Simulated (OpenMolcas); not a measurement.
Predicting a hybrid from its neighbours: C2H2O (ethynol)

C2H2O: 5 atoms, total charge 0, spin state singlet. SMILES: `C#CO`. Geometry: relaxed at PBE0-D4/def2-TZVP.

The dipole moment y, in D, basis cc-pVTZ; a is the functional's share of exact exchange. Programs: OpenMolcas 26.06.

```
functional     program     a  y (D)
      BLYP  OpenMolcas     0   1.74
    revPBE  OpenMolcas     0   1.75
     B3LYP  OpenMolcas   0.2      ?
      PBE0  OpenMolcas  0.25   1.73
     BHLYP  OpenMolcas   0.5   1.71
```

**Question.** Fit y = c + s·a to the known rows and predict B3LYP.

**Answer.** 
1. Means of the 4 rows: a = 0.1875, y = 1.732.
2. Σ(Δa)² = 0.17188, Σ(Δa·Δy) = -0.011875, so the slope is -0.011875/0.17188 = -0.069089.
3. Intercept: 1.732 − (-0.069089) × 0.1875 = 1.745. The largest residual of the fit is 0.005.
4. B3LYP: 1.745 + (-0.069089) × 0.2 = 1.73 D.

The run gave 1.72 D, so the prediction is off by +0.01 D, at the rounding of the table.
